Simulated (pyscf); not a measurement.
Single points on ωB97X-D3(BJ)/def2-SVP structures (PySCF, gas phase).

Task: For HC≡C–CH₂• (SMILES C#C[CH2]) + H₂ (SMILES [H][H]) → HC≡C–CH₃ (SMILES C#CC) + H• (SMILES [H]), a hydrogen abstraction (doublet surface; H–H broken, C–H formed), PBE/def2-TZVP gives ΔE‡ = 0.65 eV and ΔE = +0.52 eV (zero: the separated reactants). In which direction and how far do PBE0-D3(BJ)/def2-TZVP, M06-2X/def2-TZVP, ωB97M-D3(BJ)/def2-TZVP move these?

Result: PBE0-D3(BJ): ΔE‡ = 0.71 eV, ΔE = +0.45 eV; M06-2X: ΔE‡ = 0.87 eV, ΔE = +0.39 eV; ωB97M-D3(BJ): ΔE‡ = 0.84 eV, ΔE = +0.43 eV. PBE's barrier lies under all of them, by 0.07 to 0.22 eV. Its reaction energy lies over all of them, by 0.07 to 0.13 eV. One saddle was located; it need not be the lowest between these sides. The angle at the transferred H is 178°.
